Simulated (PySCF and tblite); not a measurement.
Values are calculated unless marked as measured or tabulated.
System: C3H4OS, numbered as in [O:1]=[CH:2]/[CH:3]=[CH:4]\[SH:5].

For the rotation about the C4–S5 bond (torsion C3–C4–S5–H from 0° to 180°, rising): electronic barrier 12.74 kcal/mol, zero-point change -1.17 kcal/mol, thermal and entropy terms at 350 K a further -0.55 kcal/mol (symmetry numbers apart). The minimum is Cs, the saddle C1. The path came from a restrained scan, a climbing-image band and a saddle search at GFN2-xTB; energies are CAM-B3LYP/pcSseg-1 + D3(BJ)//GFN2-xTB, thermal terms GFN2-xTB. Rate constants are transition-state-theory values, counting equivalent paths, without tunnelling. (PySCF 2.14 with density fitting, tblite 0.8.)

(1) How many equivalent paths lead out of the minimum?

(2) Work out the rate at 350 K.

Results:

(1) 2: the symmetry number of the minimum is 1, that of the saddle displaced along its mode 1, and the displaced saddle is chiral while the minimum is not, which doubles the count.

(2) ΔG‡ = 11.02 kcal/mol; k_B T/h = 7.3×10¹² s⁻¹; exp(−ΔG‡/RT) = 1.3×10⁻⁷; times 2 gives k = 1.9×10⁶ s⁻¹. Wigner's tunnelling factor for the 433i cm⁻¹ mode would be 1.13.
